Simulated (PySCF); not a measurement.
Assignment exercise: C₂H₃F₃

Numbering as in the mapped SMILES `[F:1][CH2:2][CH:3]([F:4])[F:5]`. Each H is labelled by its parent atom.

- geometry: GFN2-xTB
- NMR shieldings at PBE0/pcSseg-1/GIAO
- program: PySCF 2.14
- averaged over atoms made equivalent by symmetry, fast rotation or ring inversion, one conformer, gas phase, no relativistic terms

Shifts are taken against calculated references (same method and geometry level): ¹³C, ¹H against TMS.

Problem. Assign these signals to the numbered atoms. ¹³C{¹H} NMR (computed): δ 123.7, 89.6.

Solution. 
| δ (ppm) | atoms | environment | reason |
| --- | --- | --- | --- |
| 123.7 | C3 | sp3 CH bonded to 2 F | 2 electronegative neighbours deshield it |
| 89.6 | C2 | sp3 CH2 bonded to F | pulled downfield by the heteroatom |

Problem. Assign these signals to the numbered atoms. ¹H NMR (400 MHz, computed): δ 6.43 (m, 1H), 5.01 (m, 2H).

Solution. 
```tsv
δ (ppm)	atoms	environment	reason
6.43	H(C3)	hydrogen on an sp3 CH bonded to 2 F	its carbon carries F, which withdraws density
5.01	H(C2)	hydrogen on an sp3 CH2 bonded to F	its carbon carries F, hence the downfield position
```

Splittings by ¹⁹F in the carbon and heteronuclear signals aren't shown, as no couplings were computed. Shifts are as computed. Against solution values, carbons near 30 ppm lie about +3 ppm off and those near 130 ppm about +5 ppm. Of 1211 compounds with measured shifts, 218 miss one by over three times the rms of a fit or turn the order of signals round; such compounds aren't used in these exercises. Multiplicities follow the n + 1 count of equivalent neighbours, as no J values were calculated; m marks all less simple cases, F and P coupling included.
